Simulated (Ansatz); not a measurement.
Mulliken charges of `C#CCCCl` from r2SCAN/def2-TZVPP in Ansatz (PBE0-D4/def2-TZVP geometry).

```
atom   x (Å)   y (Å)   z (Å)  charge (e)
  C1  -0.872  -0.119   2.163       0.160
  C2  -0.152  -0.142   1.203      -0.415
  C3   0.684  -0.157   0.015      -0.136
  C4  -0.129   0.200  -1.220       0.037
 Cl5   0.898   0.180  -2.674      -0.174
  H6  -1.500  -0.103   3.022       0.238
  H7   1.508   0.553   0.127       0.066
  H8   1.131  -1.147  -0.116       0.066
  H9  -0.933  -0.516  -1.381       0.079
 H10  -0.553   1.199  -1.136       0.079
```

Problem. By hand: the dipole of these point charges (1 e Å = 4.8032 D).

Solution. Σ q r = (-0.631, 0.028, 0.786) e Å, of length 1.008 e Å = 4.84 D.

Problem. How does the dipole of the full density compare? (Estimate.)

Solution. The calculation gave: (-0.147, -0.001, 0.238) e Å, 1.34 D; the point charges give 3.61 times that, at 7° from its direction.

Point charges leave out the atoms' own dipoles, such as those of lone pairs, and Mulliken's split depends on the basis, so the two needn't agree.
